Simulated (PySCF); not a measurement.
Compound: butane, C₄H₁₀.
Geometry (PBE0-D3(BJ)/def2-TZVP, Å), atoms numbered from 1 in this order:
```xyz
14
C4H10 angstrom
C      1.793   -0.676    0.541
C      0.366   -0.172    0.665
C     -0.363   -0.108   -0.668
C     -1.795    0.382   -0.541
H      2.383   -0.029   -0.115
H      2.294   -0.712    1.511
H      1.818   -1.683    0.116
H      0.363    0.824    1.123
H     -0.196   -0.819    1.349
H     -0.353   -1.103   -1.129
H      0.192    0.545   -1.350
H     -1.830    1.388   -0.115
H     -2.298    0.413   -1.509
H     -2.377   -0.272    0.115
```

Method: TDDFT CAM-B3LYP/aug-cc-pVTZ, vertical, gas phase, core orbitals frozen in the response (PySCF). One conformer (not necessarily the lowest) at the PBE0-D3(BJ)/def2-TZVP geometry, without solvent, vibrations or thermal averaging.

Ground-to-excited transition dipoles (e·a0, same axes as the geometry; the sign carries no meaning), for the states with f of 0.002 or more among the lowest 10:

```tsv
state	E (eV)	μx	μy	μz
S5	8.756	-0.268	0.055	-0.263
S6	8.793	0.221	0.663	-0.088
S7	8.834	0.241	-0.144	-0.458
S8	8.901	-0.157	0.110	0.471
S9	8.906	-0.066	-0.201	0.021
S10	9.151	0.574	-0.174	0.139
```

**Question.** What oscillator strength does each state have?

**Answer.** f = (2/3) ΔE |μ|² with ΔE in hartree (27.2114 eV).

```
state  |μ|² (au)  |μ| (D)      f
   S5      0.144     0.96  0.031
   S6      0.496     1.79  0.107
   S7      0.288     1.36  0.062
   S8      0.259     1.29  0.056
   S9      0.045     0.54  0.010
  S10      0.379     1.56  0.085
```

**Question.** What is the point group, and which symmetry does each of these states have?

**Answer.** C2h. The ground state is totally symmetric, so the direction of μ fixes the label. Polarised along the twofold axis, so Au: S6 and S9. Polarised across the twofold axis, so Bu: S5, S7, S8 and S10.

**Question.** What angle do the transition dipoles of S7 and S8 make?

**Answer.** |cos θ| = |μa·μb| / (|μa| |μb|) = 0.99, so θ ≈ 10° (taken between 0 and 90°, since the signs are arbitrary).

**Question.** How is the summed strength of these states shared among x, y and z?

**Answer.** (2/3) Σ ΔE μα² gives 0.119 for x, 0.118 for y and 0.115 for z, 0.351 in all.

**Question.** What peak molar absorption coefficient would the strongest computed level give as a lone Gaussian band 0.3 eV wide at half height?

**Answer.** ε(max) = 2.175×10⁸ f / FWHM, with the width in cm⁻¹. S6: 2.175×10⁸ × 0.1068 / 2420 ≈ 9600 L mol⁻¹ cm⁻¹.

Without π bonds the low states may be Rydberg-like; a valence basis with one diffuse set may place them up to an eV too high.
